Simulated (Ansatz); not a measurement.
[BH4]- (BH4⁻). Total charge -1; triplet. Geometry PBE0-D4/def2-TZVPD, that of the charge -1 singlet.

Cartesian coordinates in Å:
```
B 0.000 0.000 0.000
H -0.977 0.692 0.323
H 1.002 0.385 0.620
H 0.200 0.110 -1.218
H -0.226 -1.187 0.276
```

At PBE-D4/def2-TZVPD, r2SCAN-D4/def2-TZVPD, PBE0-D4/def2-TZVPD the highest occupied level of the charge -1 triplet lies above zero (up to 2.07 eV). By energy differences it is unbound by 0.93 eV (vertical, to the charge 0 doublet, at r2SCAN-D4/def2-TZVPD) and held by the finite basis. At PBE0-D4/def2-TZVPD a singlet of charge -1 lies 5.19 eV below the triplet at the same geometry.

(1) Estimate the α-spin orbital energies around the gap (eV) in Ansatz with PBE-D4/def2-TZVPD, r2SCAN-D4/def2-TZVPD, PBE0-D4/def2-TZVPD.

## Answers

(1) 
| orbital | PBE-D4/def2-TZVPD | r2SCAN-D4/def2-TZVPD | PBE0-D4/def2-TZVPD |
| --- | --- | --- | --- |
| HOMO−5 | -172.98 | -176.31 | -180.47 |
| HOMO−4 | -9.84 | -10.60 | -11.92 |
| HOMO−3 | -5.15 | -5.70 | -6.66 |
| HOMO−2 | -4.67 | -5.02 | -6.13 |
| HOMO−1 | -4.67 | -5.02 | -6.13 |
| HOMO | 2.01 | 2.07 | 1.74 |
| LUMO | 4.61 | 4.69 | 5.08 |
| LUMO+1 | 4.78 | 4.88 | 5.25 |
| LUMO+2 | 4.78 | 4.88 | 5.25 |
| LUMO+3 | 4.91 | 5.11 | 5.45 |
| LUMO+4 | 4.92 | 5.15 | 5.53 |
| LUMO+5 | 4.92 | 5.15 | 5.53 |
| β HOMO | -4.08 | -4.32 | -5.26 |
| β LUMO | -3.78 | -3.61 | -2.83 |
